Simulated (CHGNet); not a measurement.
# hcp Tl

The numbers are results of the machine-learned potential CHGNet-r²SCAN (trained on r²SCAN data), not measurements.

Cell (relaxed at this level):

```xyz
2
Lattice="3.4976 0.0000 0.0000 -1.7488 3.0290 0.0000 0.0000 0.0000 5.6623" Properties=species:S:1:pos:R:3 pbc="T T T"
Tl     1.7488     1.0097     4.2467
Tl     0.0000     2.0193     1.4156
```

```json
{
 "lattice_constant_a": "3.498 Å",
 "lattice_parameter_c": "5.662 Å",
 "equilibrium_volume_per_atom": "29.99 Å³/atom"
}
```

Measured, for comparison: lattice constant a 3.457 Å, lattice parameter c 5.525 Å (293 K, not corrected to a static lattice; as tabulated in Wikipedia's data pages). Computed (rounded) less measured: lattice constant a +1.2 %, lattice parameter c +2.5 %.

A machine-learned potential is trained on density-functional data: it inherits that level's misses and adds fitting errors of its own.
